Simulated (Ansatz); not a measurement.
A nudged elastic band was laid between two geometries of C3H6ClF (11 atoms, charge 0, multiplicity 1).

Computed with Ansatz, UKS B3LYP/STO-3G.

```yaml
movable_images: 7
climbing_image: yes
spring: 5.0 eV/Å²
optimiser: quadratic models (default)
start_path: through a guess of the saddle point
force_threshold: 0.03 eV/Å
iteration_limit: 60
end_points: relaxed
```

Image 0:

```xyz
11
Properties=species:S:1:pos:R:3
Cl -1.142 -1.612 1.060
C -0.513 -0.030 0.310
C -0.469 -0.147 -1.238
H -1.234 0.753 0.621
C 0.909 0.279 0.933
F 1.398 1.501 0.432
H 1.600 -0.560 0.676
H 0.811 0.317 2.046
H 0.187 -0.975 -1.544
H -1.477 -0.318 -1.643
H -0.071 0.794 -1.652
```

Image 8:

```xyz
11
Properties=species:S:1:pos:R:3
Cl -1.225 -1.725 1.955
C -0.070 0.575 0.042
C -0.442 -0.160 -1.250
H -0.800 1.293 0.443
C 1.193 0.565 0.558
F 1.571 1.314 1.630
H 1.988 -0.097 0.152
H -0.595 -0.742 1.214
H 0.325 -0.904 -1.515
H -1.410 -0.675 -1.141
H -0.534 0.555 -2.087
```

(1) Which bonds break or form, and what moves?

(2) Give the energies along the band, and the barrier.

(3) What is the geometry of the highest image?

Results:

(1) Bonds broken: Cl1–C2, C5–H8. Bonds formed: Cl1–H8. C3H6ClF becomes C3H5F + ClH.

(2) The forces met the threshold. The highest image is number 5 of 0 to 8, 322.7 kJ/mol above the first end and 180.6 kJ/mol above the last; the last end lies 142.1 kJ/mol above the first. The profile has 2 maxima (images 2, 5) with wells between them (image 3): this band takes more than one step, which may be the mechanism or a detour left from its start path. Neighbouring images differ by up to 3.1 eV, so the band resolves the path poorly. A vibrational analysis at the climbing image gives one clearly imaginary mode, 1855i cm⁻¹: a first-order saddle point. The orbitals stay closed-shell, which can raise the energy where a bond breaks towards radicals; this wasn't checked here. Limits of this set-up: minimal basis.

| image | path coordinate (Å) | energy (kJ/mol) | Cl1–C2 (Å) | C5–H8 (Å) | Cl1–H8 (Å) |
| --- | --- | --- | --- | --- | --- |
| 0 | 0.00 | 0.0 | 1.86 | 1.12 | 2.92 |
| 1 | 0.97 | 5.7 | 1.86 | 1.12 | 2.72 |
| 2 | 1.94 | 10.2 | 1.86 | 1.12 | 2.70 |
| 3 | 2.90 | 5.3 | 1.86 | 1.12 | 2.81 |
| 4 | 3.87 | 19.1 | 1.88 | 1.11 | 2.45 |
| 5 | 4.84 | 322.7 | 2.54 | 1.31 | 1.67 |
| 6 | 5.42 | 183.7 | 2.96 | 1.84 | 1.38 |
| 7 | 5.99 | 146.7 | 3.25 | 2.13 | 1.37 |
| 8 | 6.57 | 142.1 | 3.21 | 2.31 | 1.38 |

(3) 
```xyz
11
Properties=species:S:1:pos:R:3
Cl -1.071 -1.365 1.621
C -0.281 0.465 0.040
C -0.491 -0.244 -1.293
H -1.054 1.183 0.376
C 0.966 0.379 0.798
F 1.303 1.427 1.656
H 1.830 -0.043 0.238
H 0.409 -0.596 1.474
H 0.177 -1.114 -1.386
H -1.538 -0.563 -1.417
H -0.249 0.471 -2.106
```

Run time: 4.9 min on 1 thread of Arm Neoverse V2, on a shared host, peak memory 0.15 GiB.
